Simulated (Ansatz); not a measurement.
# AlH2O+ (triplet): the correlation ladder, cc-pVTZ

The task here is to estimate one member of a computed series from the others.

The runs use Ansatz 0.2.0, Gaussian basis; cc-pVTZ, core rule «outside noble gas», up to 6 orbitals frozen.

To be run: UHF; CCSD(T) on ROHF; CCSD(T) on UHF; BCCD(T) on ROHF; CCSDT(Q) on ROHF; CCSDT(Q) on UHF.

15 further runs of the same task are left out: 10 for a known fault of the program, 5 set aside as unsound or not needed.

**The geometry**

The geometry is a PBE0/def2-TZVP stationary point (not a proven minimum) of the parent state, kept for this charge and spin.

4 atoms, charge 1, spin multiplicity 3.

Atoms are counted from 1 here; the program's logs count them from 0.

Bond lengths: Al1–O2 1.747 Å, Al1–H3 1.777 Å, Al1–H4 1.777 Å. Angles: O2–Al1–H3 65.9°, O2–Al1–H4 65.9°, H3–Al1–H4 131.8°.

The first run:

The input, in.yaml:

```yaml
crystal:
  periodic: [false, false, false]
  atoms:
    - {symbol: Al, position_ang: [0.000000, 0.000000, 0.653528]}
    - {symbol: O, position_ang: [0.000000, 0.000000, -1.093006]}
    - {symbol: H, position_ang: [0.000000, -1.622098, -0.072304]}
    - {symbol: H, position_ang: [0.000000, 1.622098, -0.072304]}
basis:
  gaussian: {orbitals: cc-pVTZ}
total_charge: 1
magnetization: {spin_polarized: true, initial_magnetization: 2}
hamiltonian: {xc: hf}
output: {orbitals: {seedname: orbitals}}
```

Command:

```sh
> ansatz run in.yaml --threads 1 --pin off --events-out ev --progress --plain --max-ram 2560MiB --backend cpu
```

Steps of the session up to this table: UHF; CCSD(T) on ROHF; CCSD(T) on UHF; BCCD(T) on ROHF; CCSDT(Q) on ROHF; CCSDT(Q) on UHF.

One of the session's tables, all rows but one given; the rest of the session is left out.

It belongs to the step «Misses and costs». 

```
   method  from RCCSDT(Q) (kcal/mol)
     RMP2                          ?
     UMP2                     +35.59
    RCCSD                     +10.42
    UCCSD                     +10.09
 RCCSD(T)                      +2.40
 UCCSD(T)                      +2.39
  BCCD(T)                      +2.10
   RCCSDT                      +0.83
   UCCSDT                      +0.78
RCCSDT(Q)                          0
UCCSDT(Q)                      -0.10
```

Estimate the missing values for RMP2.

As computed: from RCCSDT(Q) (kcal/mol): +37.36. In the column «from RCCSDT(Q) (kcal/mol)» it is the highest.

Left out of the table: ROHF, UHF (another determinant or state than the rows shown).

Caveats from the session: Warnings: spin contamination; coupled cluster took another determinant than the lowest; large T1 diagnostic. Restricted and unrestricted rows rest on different reference determinants; where their highest levels disagree by more than a few hundredths of an eV, they describe different states and don't form one ladder.
